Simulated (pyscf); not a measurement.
PySCF, gas phase, ωB97X-D3(BJ)/def2-SVP geometries.

Task: Estimate the classical barrier height and the reaction energy of H₂N–SiH₃ + SiH₄ -> H₃Si–NH–SiH₃ + H₂ at ωB97M-D3(BJ)/def2-TZVP. The step runs on the singlet surface, breaks H–N, H–Si and forms N–Si, H–H; take the separated reactants as zero.

Result: ΔE‡ = 179.7 kJ/mol, ΔE = -31.4 kJ/mol. Zero-point energy shifts the barrier by -2.5 kJ/mol. It is a four-centre exchange, with an imaginary mode of 1396i cm⁻¹. At the saddle there is also a short H–Si contact that neither side keeps. The same reactants have a lower exit, to H₂N–SiH₃ + SiH₄ (barrier +118.0 kJ/mol at ωB97M-D3(BJ)/def2-TZVP, against +179.7 kJ/mol here). One saddle was located; it need not be the lowest between these sides.
